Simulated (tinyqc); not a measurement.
Inside a calculation. Method: geometry optimisation on the UHF/sto-3g surface (energies and gradients from PySCF), for LiH, spin multiplicity 3. Computed by tinyqc, a small Python program that keeps every step (integrals from PySCF). Settings: charge = 0, multiplicity = 3, basis = sto-3g, optimiser = sd, first Hessian = 0.6, largest step = 0.3, iteration cap = 30. Command: `OMP_NUM_THREADS=1 python tinyqc.py 29481 29482 out.jsonl` (the two numbers bound the seeds that draw the settings). One thread of a shared host (Intel(R) Xeon(R) Processor @ 2.60GHz), about 2 s of CPU time with the checks.

positions at the start (bohr):
```
            x         y         z
1Li  0.000000  0.000000  0.000000
2H   0.000000  0.000000  2.594594
```

Stop when the largest gradient component is below 3e-5 hartree/bohr.

Course of the optimisation:

| step | E (hartree) | largest gradient (hartree/bohr) |
|---|---|---|
| 1 | -7.74855806 | 6.13e-02 |
| 2 | -7.75892809 | 4.13e-02 |
| 3 | -7.76390867 | 3.14e-02 |
| 4 | -7.76685886 | 2.53e-02 |
| 5 | -7.76880605 | 2.11e-02 |
| 6 | -7.77018228 | 1.81e-02 |
| 7 | -7.77120279 | 1.58e-02 |
| 8 | -7.77198712 | 1.40e-02 |
| 9 | -7.77260701 | 1.26e-02 |
| 10 | -7.77310809 | 1.14e-02 |
| 11 | -7.77352071 | 1.04e-02 |
| 12 | -7.77386582 | 9.55e-03 |
| 13 | -7.77415834 | 8.83e-03 |
| 14 | -7.77440916 | 8.21e-03 |
| 15 | -7.77462640 | 7.67e-03 |
| 16 | -7.77481624 | 7.19e-03 |
| 17 | -7.77498346 | 6.77e-03 |
| 18 | -7.77513180 | 6.39e-03 |
| 19 | -7.77526424 | 6.05e-03 |
| 20 | -7.77538317 | 5.75e-03 |
| 21 | -7.77549055 | 5.47e-03 |
| 22 | -7.77558796 | 5.22e-03 |
| 23 | -7.77567673 | 4.99e-03 |
| 24 | -7.77575795 | 4.78e-03 |
| 25 | -7.77583256 | 4.59e-03 |
| 26 | -7.77590134 | 4.41e-03 |
| 27 | -7.77596494 | 4.25e-03 |
| 28 | -7.77602396 | 4.09e-03 |
| 29 | -7.77607887 | 3.95e-03 |
| 30 | -7.77613010 | 3.82e-03 |

Can the last value be used, and what does the course show?

Not by the stop rule. Not converged within 30 steps: the energy falls at every step, but slowly. Reruns: method bfgs, first Hessian 0.6, largest step 0.3: converged in 20 (E = -7.78210).
